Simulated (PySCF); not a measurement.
Functional benchmark on one molecule

Molecule: `Fc1ccsc1`, C₄H₃FS.

Molfile (atoms numbered from 1):
```
C4H3FS
     RDKit          3D

  9  9  0  0  0  0  0  0  0  0999 V2000
   -1.1536   -0.2726    1.9301 F   0  0  0  0  0  0  0  0  0  0  0  0
   -0.5759   -0.0441    0.7582 C   0  0  0  0  0  0  0  0  0  0  0  0
    0.7066   -0.5631    0.4332 C   0  0  0  0  0  0  0  0  0  0  0  0
    1.0848   -0.1888   -0.8279 C   0  0  0  0  0  0  0  0  0  0  0  0
   -0.1083    0.7751   -1.5996 S   0  0  0  0  0  0  0  0  0  0  0  0
   -1.1484    0.7027   -0.2352 C   0  0  0  0  0  0  0  0  0  0  0  0
    1.3001   -1.1783    1.1093 H   0  0  0  0  0  0  0  0  0  0  0  0
    2.0106   -0.4306   -1.3479 H   0  0  0  0  0  0  0  0  0  0  0  0
   -2.1159    1.1998   -0.2202 H   0  0  0  0  0  0  0  0  0  0  0  0
  1  2  1  0
  2  3  1  0
  3  4  2  0
  4  5  1  0
  5  6  1  0
  6  2  2  0
  3  7  1  0
  4  8  1  0
  6  9  1  0
M  END
```

Geometry PBE0-D3(BJ)/def2-SVP throughout; GIAO in PySCF 2.14, gas phase, one conformer, non-relativistic; equivalent atoms averaged; basis pcSseg-2.

Reference values (estimated from measurements, as parent shift plus tabulated substituent increments; solution, not stated per compound (mostly CDCl3 or CCl4); Pretsch, Buehlmann, Badertscher, Structure Determination of Organic Compounds, 4th ed. (2009)): δ(H9) = 6.51 ppm, δ(H7) = 6.69 ppm, δ(H8) = 7.00 ppm. Computed shifts are taken against TMS, calculated as an isolated molecule at each level.

**Question.** How do the functionals HF, LDA, PBE, BLYP, BP86, OPBE, KT2, KT3, B97-D, B3LYP, PBE0, mPW1PW91, WP04, B97-2, BHandHLYP, CAM-B3LYP, wB97X-D, LC-wPBE perform against the reference? Times are CPU seconds on shared hosts with different chips, so compare them loosely.

**Answer.** 
```
functional                    kind    H9    H7    H8  mean abs. error H  core-s
        HF            Hartree–Fock  6.88  7.04  7.54               0.42      16
       LDA                     LDA  6.63  7.00  7.15               0.19      29
       PBE                     GGA  6.54  6.94  7.09               0.12      40
      BLYP                     GGA  6.50  6.88  7.03               0.08      42
      BP86                     GGA  6.52  6.92  7.07               0.10      35
      OPBE                     GGA  6.55  6.98  7.13               0.15      36
       KT2                     GGA  6.49  6.88  6.99               0.07      42
       KT3                     GGA  6.47  6.86  7.00               0.07      40
     B97-D                     GGA  6.50  6.88  7.03               0.08      42
     B3LYP           global hybrid  6.65  6.95  7.17               0.19      27
      PBE0           global hybrid  6.72  7.02  7.26               0.27      33
  mPW1PW91           global hybrid  6.71  7.00  7.24               0.25      27
      WP04           global hybrid  6.55  6.76  7.01               0.04      39
     B97-2           global hybrid  6.66  6.97  7.20               0.21      38
 BHandHLYP           global hybrid  6.81  7.02  7.34               0.32      41
 CAM-B3LYP  range-separated hybrid  6.79  7.00  7.31               0.30      59
   wB97X-D  range-separated hybrid  6.77  7.00  7.33               0.30      54
   LC-wPBE  range-separated hybrid  6.88  7.04  7.46               0.39      70
```

For $^{1}$H the closest is WP04 (0.04 ppm) and the furthest HF (0.42 ppm). One molecule is a small sample, and vibrational and solvent effects are absent from the calculation.
